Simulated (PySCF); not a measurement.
Compound: C2H6O3S.
Bonds: C1–O2, O2–S3, S3–C4, S3–O5 (double), S3–O6 (double). Hydrogens: H7, H8, H9 on C1; H10, H11, H12 on C4.

The same species was optimised twice, with GFN2-xTB and with PBE0-D3(BJ)/def2-SVP (PySCF), and the same property calculations (PySCF, gas phase) were run on both structures.

```csv
coordinate,GFN2-xTB,PBE0-D3(BJ)/def2-SVP,change
S3–C4 (Å),1.793,1.766,-0.027
S3=O6 (Å),1.429,1.451,+0.022
S3=O5 (Å),1.429,1.450,+0.021
C1–O2 (Å),1.415,1.424,+0.009
O2–S3 (Å),1.621,1.629,+0.008
C1–O2–S3 (°),112.3,114.8,+2.5
O5–S3–O6 (°),117.6,120.0,+2.4
C4–S3–O5 (°),110.9,109.8,-1.1
C4–S3–O6 (°),110.9,110.0,-0.9
O2–S3–C4 (°),97.4,96.9,-0.5
O2–S3–O6 (°),109.0,108.8,-0.2
O2–S3–O5 (°),109.0,108.9,-0.1
C1–O2–S3–C4 (°),180,-175,+5
```

Rotational constants: A = 4550, B = 2654, C = 2533 MHz (GFN2-xTB) against A = 4470, B = 2584, C = 2513 MHz (PBE0-D3(BJ)/def2-SVP). Atoms that the bonding makes alike are paired by their places after alignment.

On the GFN2-xTB structure: HOMO (eV) -8.44 [PBE0/pcSseg-1]; LUMO (eV) 1.29 [PBE0/pcSseg-1]; dipole (D) 2.94 [PBE0/pcSseg-1]; GIAO shielding of C1 (ppm) 138.9 [PBE0/pcSseg-1]; GIAO shielding of O2 (ppm) 160.7 [PBE0/pcSseg-1]; GIAO shielding of S3 (ppm) 181.1 [PBE0/pcSseg-1]; GIAO shielding of C4 (ppm) 143.5 [PBE0/pcSseg-1]; GIAO shielding of O5/O6 (mean) (ppm) 109.0 [PBE0/pcSseg-1].

What do these properties become on the PBE0-D3(BJ)/def2-SVP structure?

| property | level | on GFN2-xTB | on PBE0-D3(BJ)/def2-SVP | change |
| --- | --- | --- | --- | --- |
| HOMO (eV) | PBE0/pcSseg-1 | -8.44 | -8.45 | -0.01 |
| LUMO (eV) | PBE0/pcSseg-1 | 1.29 | 1.18 | -0.11 |
| dipole (D) | PBE0/pcSseg-1 | 2.94 | 2.99 | +0.05 |
| energy, GFN2-xTB geometry as zero (kcal/mol) | PBE0/pcSseg-1 | 0.0 | -2.2 | -2.2 |
| GIAO shielding of C1 (ppm) | PBE0/pcSseg-1 | 138.9 | 135.9 | -3.0 |
| GIAO shielding of O2 (ppm) | PBE0/pcSseg-1 | 160.7 | 152.5 | -8.2 |
| GIAO shielding of S3 (ppm) | PBE0/pcSseg-1 | 181.1 | 164.7 | -16.4 |
| GIAO shielding of C4 (ppm) | PBE0/pcSseg-1 | 143.5 | 142.8 | -0.7 |
| GIAO shielding of O5/O6 (mean) (ppm) | PBE0/pcSseg-1 | 109.0 | 95.0 | -14.0 |

The heavy atoms differ by 0.045 Å rms after alignment (one structure mirrored). Among bonds between heavy atoms S3–C4 changes most (-0.027 Å). Changes are differences of the printed values. Neither structure is proved a minimum here.

Conformer computed: `[CH3:1][O:2][S:3]([CH3:4])(=[O:5])=[O:6]`: C1–O2–S3–C4 -175°.
